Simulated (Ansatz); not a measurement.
A made-up structure of CH$_{5}$SSi (charge +1), singlet:

```xyz
8
angstrom
Si -0.6452 0.4877 -0.6913
C 0.8715 -1.1265 -0.3563
S 0.4962 0.3396 0.7389
H -2.0088 -0.0429 -0.5605
H -0.2424 1.3245 -1.8287
H 0.0579 -0.0336 1.9711
H 1.6038 1.1276 0.7823
H 0.1876 -1.8076 0.0819
```

It is relaxed with PBE-D4/def2-SVP and then PBE0-D4/def2-TZVP (Ansatz 0.2.0). Atoms count as bonded within 1.22 times the sum of their covalent radii (H–H: 0.88 Å). The end point is not checked to be a true minimum.

Q: Does its bonding change? (A judgement: the text doesn't fix the answer.)

A: Computed: Yes. Formed: none; broken: Si1–S3.

Where it ends: The first stage lowers the energy by 5.89 eV in 16 steps. It ends as CH₅SSi ([SiH2][CH][SH2]), total charge +1:
Si1  (-0.991, 0.166, -1.159)
C2  (0.021, -0.430, 0.101)
S3  (1.016, 0.673, 0.958)
H4  (-1.851, -0.763, -1.906)
H5  (-0.987, 1.604, -1.478)
H6  (0.799, 0.393, 2.268)
H7  (2.246, 0.099, 0.966)
H8  (0.068, -1.474, 0.388)
(Å)

Labels in which every atom is bracketed show which atoms are joined, not bond orders.

For scale, one of the runs: PBE0-D4/def2-TZVP relaxation, 135 basis functions, launched by `ansatz run in.yaml --threads 2 --pin off --events-out ev --progress --plain --max-ram 4352MiB`. The run took about 13 s on 2 CPU threads of an Arm Neoverse V2 (shared host).
